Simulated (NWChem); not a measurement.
BHF2 (SMILES FBF): name the method

BHF2: 4 atoms, total charge 0, spin state singlet. As SMILES, `FBF`. Geometry: relaxed at PBE0-D4/def2-TZVP.

```xyz
4

F     1.1543    0.4569   -0.3619
B    -0.0019   -0.0310    0.0252
F    -1.0954    0.5287   -0.4389
H    -0.0570   -0.9546    0.7756
```

A calculation with NWChem 7.3.0 gave:

| Property | Result |
| --- | --- |
| total energy | -224.3661 Eh |
| dipole moment | 1.14 D |
| HOMO energy | -15.23 eV |
| LUMO energy | 2.88 eV |
| HOMO–LUMO gap | 18.12 eV |
| largest force | 0.721 eV/Å |

Task: Which of these levels gave the numbers?
A. CAM-B3LYP/cc-pVTZ
B. HF/def2-TZVPP
C. B3LYP/6-31G* (Cartesian functions)
D. HF/def2-SVP

Result: B. The others give -225.2805 Eh (CAM-B3LYP/cc-pVTZ), -224.0837 Eh (HF/def2-SVP), -225.2452 Eh (B3LYP/6-31G* (Cartesian functions)).
